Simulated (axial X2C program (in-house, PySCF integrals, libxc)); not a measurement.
Results of a calculation; reference values are marked as such.
## MgS⁺: input and output of an EOM-IP-CCSD run

Program: an in-house all-electron X2C program for linear molecules (integrals from PySCF).

Input and command:
```json
{"zs": [16, 12], "q": 1, "bas": ["dyall-av3z", "dyall-cv3z"], "r0": 2.26, "eom": "ip", "rq": 0, "thr": -2.0, "nmax": 95, "grid": [1, 0.96, 1.045, 0.92, 1.09, 1.15]}
```
```bash
python soeom.py task.json out
```

Keys: zs atomic numbers; q charge; bas basis sets; r0 starting distance in Å; eom kind of EOM run; rq charge at which the geometry is sought; thr threshold in hartree for freezing inner shells (an s shell follows its p shell); nmax most natural virtual spinors; grid distances as factors.

Output at R = 2.139 Å (near the PBE0 minimum at charge 0 of the determinant lowest at the starting distance; the state shown can have its own minimum elsewhere), reference MgS:

```
two-component X2C + atomic mean field  HF
basis functions 146  fitting functions 625  grid points 4357
iter        total energy     max residual
   1       -598.437340483     1.20e-01
   2       -598.450081348     5.32e-03
   3       -598.450416001     2.19e-03
   4       -598.450451816     1.06e-03
   5       -598.450459951     1.54e-04
   6       -598.450461663     1.56e-04
   7       -598.450462218     7.76e-05
   8       -598.450462300     1.36e-05
   9       -598.450462308     1.08e-05
  10       -598.450462313     8.42e-06
  11       -598.450462318     7.34e-06
  12       -598.450462321     4.49e-06
  13       -598.450462321     1.12e-06
converged
one-electron -926.80658514  Coulomb 322.16738058  exact exchange -41.22975686  xc functional 0.00000000  nuclear repulsion 47.49977770  atomic mean-field constant -0.08127860
correlated 8  virtual 242  natural virtual 94  E(MP2) -0.218115363  MP2 remainder -0.002522128
iter   CCSD correlation   residual
   1     -0.219356080   1.38e-01
   2     -0.224913811   7.50e-02
   3     -0.228034862   2.97e-02
   4     -0.228080870   1.20e-02
   5     -0.228096097   4.37e-03
   6     -0.228114049   1.78e-03
   7     -0.228112710   8.54e-04
   8     -0.228123362   3.45e-04
   9     -0.228119579   9.83e-05
  10     -0.228119809   2.90e-05
  11     -0.228119288   1.80e-05
  12     -0.228119225   1.35e-05
  13     -0.228119201   1.10e-05
  14     -0.228119263   8.08e-06
  15     -0.228119270   3.77e-06
(T) -0.015478589  T1 0.0343  D1 0.0543  max T2 0.142
EOM-IP-CCSD roots
2*Omega      energy/Eh   energy/eV  one-particle weight
    1       0.28607813      7.7846      0.918
    1       0.33949947      9.2383      0.915
    1       0.52472546     14.2785      0.000
    1       0.52585378     14.3092      0.000
    3       0.28449746      7.7416      0.919
    3       0.52410828     14.2617      0.000
    3       0.54913773     14.9428      0.000
    5       0.52347260     14.2444      0.000
```
T1 in the output is the amplitude norm over the root of the electron number; divide by √2 for the Lee–Taylor value.

Reference electrons by ω block (each with its −ω partner): 1/2: 11, 3/2: 3. Root energies count from the CCSD energy of the reference. The reference need not be the lowest state of its species. All roots sought are printed; those with a small one-particle weight need a further excitation, are placed far too high, and may in truth lie low or lowest. Inner shells are frozen, and levels at this size can be off by some tenths of an eV.
